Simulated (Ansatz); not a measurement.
Consider the cleavage of the B–Al bond: `[BH2][AlH][OH]` + NH₃ → `BN` + `[OH][AlH2]`.

Program: Ansatz. Geometries: PBE0-D4/def2-TZVP. ΔE: electronic, gas phase. CCSD(T)/CBS is the MP2 limit (def2-TZVPP, def2-QZVPP) plus CCSD(T) − MP2 in def2-TZVPP, frozen cores. This one scheme is used for every species. DFT in def2-TZVPP. B3LYP here is the variant with VWN-RPA as its local correlation; programs differ in this. HSE06 is defined as in plane-wave codes. Each species was taken in one conformer, which may not be the lowest.

`[BH2][AlH][OH]`:

```xyz
7

B     1.110    1.030   -0.236
Al   -0.249   -0.597   -0.155
O    -1.565   -0.431    0.913
H     2.076    1.103    0.471
H     0.987    1.940   -1.008
H    -0.125   -1.939   -1.008
H    -2.234   -1.105    1.024
```

NH₃:

```xyz
4

N     0.095   -0.265    0.013
H    -0.917   -0.227    0.028
H     0.425    0.291    0.793
H     0.397    0.201   -0.833
```

`BN`:

Cartesian coordinates in Å:
```
B 0.372 0.567 0.075
N -0.383 -0.583 -0.077
H -0.148 1.548 0.522
H 1.526 0.551 -0.245
H -0.011 -1.442 -0.445
H -1.356 -0.641 0.170
```

`[OH][AlH2]`:

```xyz
5

O     0.681   -0.670    0.753
Al   -0.353    0.081   -0.361
H     1.291   -0.191    1.311
H    -0.331    1.659   -0.511
H    -1.289   -0.878   -1.192
```

| level | ΔE (kJ/mol) | difference from CCSD(T)/CBS |
| --- | --- | --- |
| LDA (SPW92) | -195.6 | -20.9 |
| PBE-D4 | -178.5 | -3.8 |
| revPBE-D4 | -175.7 | -1.0 |
| BLYP-D4 | -184.1 | -9.4 |
| r2SCAN-D4 | -182.4 | -7.7 |
| B97M-V | -188.1 | -13.4 |
| PBE0-D4 | -176.7 | -2.0 |
| r2SCANh-D4 | -182.0 | -7.3 |
| r2SCAN0-D4 | -181.6 | -6.9 |
| HSE06-D4 | -176.8 | -2.1 |
| BHLYP-D4 | -182.2 | -7.5 |
| CAM-B3LYP-D4 | -187.7 | -13.0 |
| ωB97X-V | -177.5 | -2.8 |
| ωB97M-V | -184.1 | -9.4 |
| PBE-QIDH | -179.6 | -4.9 |
| PBE | -179.0 | -4.3 |
| revPBE | -173.1 | 1.6 |
| r2SCAN | -182.6 | -7.9 |
| PBE0 | -177.3 | -2.6 |
| B3LYP | -184.0 | -9.3 |
| r2SCANh | -182.3 | -7.6 |
| r2SCAN0 | -181.8 | -7.1 |
| HSE06 | -177.4 | -2.7 |
| BHLYP | -183.8 | -9.1 |
| CAM-B3LYP | -188.4 | -13.7 |
| LC-ωPBE | -178.9 | -4.2 |
| RPA@PBE/def2-TZVPP | -173.5 | 1.2 |
| HF/def2-SVP | -186.4 | -11.7 |
| MP2/def2-SVP | -202.3 | -27.6 |
| CCSD/def2-SVP | -192.9 | -18.2 |
| CCSD(T)/def2-SVP | -195.5 | -20.8 |
| HF/def2-TZVPP | -176.5 | -1.8 |
| MP2/def2-TZVPP | -184.3 | -9.6 |
| SCS-MP2/def2-TZVPP | -181.7 | -7.0 |
| CCSD/def2-TZVPP | -175.0 | -0.3 |
| HF/def2-QZVPP | -176.5 | -1.8 |
| MP2/def2-QZVPP | -183.1 | -8.4 |
| SCS-MP2/def2-QZVPP | -180.5 | -5.8 |
| MP2/CBS(def2) | -182.3 | -7.6 |
| CCSD/CBS(def2) | -173.0 | 1.7 |
| CCSD(T)/CBS | -174.7 | 0 |

Largest T1 diagnostic among the species: 0.012.

At CCSD(T), def2-SVP lies −20.8 kJ/mol from the extrapolated value and def2-TZVPP −2.0 kJ/mol. Leaving LDA and LC-ωPBE aside and taking each functional with its dispersion term where it has one, the values spread over 12.4 kJ/mol, from B97M-V to revPBE-D4. LDA lies −16.6 kJ/mol from PBE without D4.
